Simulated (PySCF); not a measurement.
# Peak assignment

Bonds (- single, = double, # triple, : aromatic): C1#C2 1.199 Å, C2-C3 1.444 Å, C3=O4 1.200 Å, C3-O5 1.338 Å. C1 carries H6; O5 carries H7.

PySCF calculation with B97-2/pcSseg-2 with gauge-including orbitals and coordinates at the PBE0-D3(BJ)/def2-TZVP level; isolated molecule, one computed conformer, non-relativistic.

δ = σ(ref) − σ, references computed at the same level: 13C (σref 185.38) and 1H (σref 31.64) against TMS.

Problem. Assign these signals to the numbered atoms. 13C{1H} NMR (computed): δ 158.5, 82.3, 77.8.

Solution. 
158.5 → C3, carboxylic acid carbon: lone-pair donation from the attached heteroatom keeps it upfield of a ketone carbonyl
82.3 → C1, terminal alkyne carbon: sp carbons lie upfield of alkene carbons because the cylindrical π system leaves one tensor component strongly shielded
77.8 → C2, alkyne carbon: sp carbons lie upfield of alkene carbons because the cylindrical π system leaves one tensor component strongly shielded

Problem. Assign these signals to the numbered atoms. 1H NMR (500 MHz, computed): δ 6.20 (br s, 1H), 2.48 (s, 1H).

Solution. 
6.20 → H7, hydrogen on an acid hydroxyl oxygen: labile proton, position sensitive to the medium
2.48 → H6, hydrogen on a terminal alkyne carbon: it lies on the axis of the triple bond, in its shielding cone

Exchangeable OH/NH protons stand at their gas-phase positions; hydrogen bonding in a real sample shifts them, mostly to higher δ. Shifts are as computed. Against solution values, carbons near 30 ppm lie about +3 ppm off and those near 130 ppm about +7 ppm. Of 1211 compounds with measured shifts, 218 miss one by over three times the rms of a fit or turn the order of signals round; such compounds aren't used in these exercises. The C=O carbon of an acid or of an amide with N–H lies up to 10 ppm further downfield in solution, through hydrogen bonding that the calculation lacks.
